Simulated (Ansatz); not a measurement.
We consider wurtzite MgTe, described by BLYP (PAW; Ansatz, a program for electronic structure).

Settings: plane-wave cutoff 520 eV, 12×12×6 k mesh (along the axes of the cell as run), Fermi–Dirac smearing 0.01 eV, scalar-relativistic PAW data made under PBE.

On both sides of the equilibrium volume: at 35.019 Å³/atom the pressure is 0.65 GPa and the direct gap at Γ 2.369 eV; at 36.449 Å³/atom they are -0.59 GPa and 2.185 eV. The fitted bulk modulus is 31.0 GPa.

Work out the volume deformation potential of this gap and its pressure coefficient, in two ways.

a_V = dE_g/d ln V = (2.185 − 2.369)/ln(36.449/35.019) = -4.60 eV. Since dP = −B d ln V, dE_g/dP = −a_V/B = 148 meV/GPa. Straight from the pressures: (2.369 − 2.185)/(0.65 − (-0.59)) = 148 meV/GPa. At this level and over this range the gap at Γ widens under pressure.

Spin–orbit coupling is not included; with these elements it can move the gap by several tenths of an eV or more.

Note: the bulk modulus comes from volumes at which shape and atoms were relaxed.
